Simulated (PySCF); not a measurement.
# Frontier orbitals and the lowest excitations

Species: C-cyanomethanimine, C₂H₂N₂.
Geometry (GFN2-xTB, Å), atoms numbered from 1 in this order:
```xyz
6
C2H2N2 angstrom
H     -1.9984   -0.4003    0.2366
N     -1.0571   -0.6324   -0.0720
C     -0.1559    0.1759    0.2611
C      1.1978   -0.0534   -0.1206
N      2.2996   -0.1873   -0.4003
H     -0.2828    1.0995    0.8466
```

Computed, not measured: PySCF, TDDFT CAM-B3LYP/def2-SVPD, vertical, gas phase, core orbitals frozen in the response.

Kohn–Sham orbitals with the atoms that hold most of them (Löwdin shares over 4%, at most four atoms; ? is withheld):

```json
{"orbital": "HOMO-3", "ε (eV)": "-12.49", "atoms": "N5 80%, C4 16%"}
{"orbital": "HOMO-2", "ε (eV)": "-11.81", "atoms": "N5 51%, C4 40%, C3 5%"}
{"orbital": "HOMO-1", "ε (eV)": "-11.10", "atoms": "N5 33%, N2 26%, C4 24%, C3 15%"}
{"orbital": "HOMO", "ε (eV)": "-10.36", "atoms": "?"}
{"orbital": "LUMO", "ε (eV)": "-1.17", "atoms": "?"}
{"orbital": "LUMO+1", "ε (eV)": "0.79", "atoms": "C3 30%, H6 20%, H1 18%, C4 13%"}
{"orbital": "LUMO+2", "ε (eV)": "1.85", "atoms": "C4 43%, N5 19%, C3 17%, H6 13%"}
```

**Question.** Which atoms hold the HOMO, and with what shares?

**Answer.** N2 (bonded to C and H) 65%; C3 (bonded to C, N and H) 16%; H1 (bonded to N) 8%; H6 (bonded to C) 6%. By element: nitrogen 65% or more, carbon 16% or more, hydrogen 14%.

**Question.** Give the leading atoms of the LUMO.

**Answer.** N2 (bonded to C and H) 34%; C3 (bonded to C, N and H) 29%; N5 (bonded to C) 16%; C4 (bonded to C and N) 14%. By element: nitrogen 50%, carbon 43%.

**Question.** How does S1 compare with the orbital gap of 9.18 eV?

**Answer.** S1 is at 4.58 eV (f = 0.0008), 4.61 eV below the gap, made of HOMO→LUMO (98%). 

**Question.** Give energy, strength and leading configuration of S1, S2, S3 and S4, and follow the Löwdin shares of the leading atoms from the occupied to the empty orbital.

**Answer.** 
- S1 (4.58 eV, f 0.0008), HOMO→LUMO (98%): N2 65% → 34%, C3 16% → 29%
- S2 (6.30 eV, f 0.0000), HOMO-2→LUMO (95%): N5 51% → 16%, C4 40% → 14%, N2 at most 4% → 34%, C3 5% → 29%
- S3 (6.81 eV, f 0.186), HOMO-1→LUMO (82%): N5 33% → 16%, N2 26% → 34%, C3 15% → 29%
- S4 (7.56 eV, f 0.0076), HOMO→LUMO+1 (95%): N2 65% → at most 14%, C3 16% → 30%, H6 6% → 20%

Time: 5.1 s of wall time. Hardware: an Arm Neoverse V1 with one thread, no GPU (shared host).
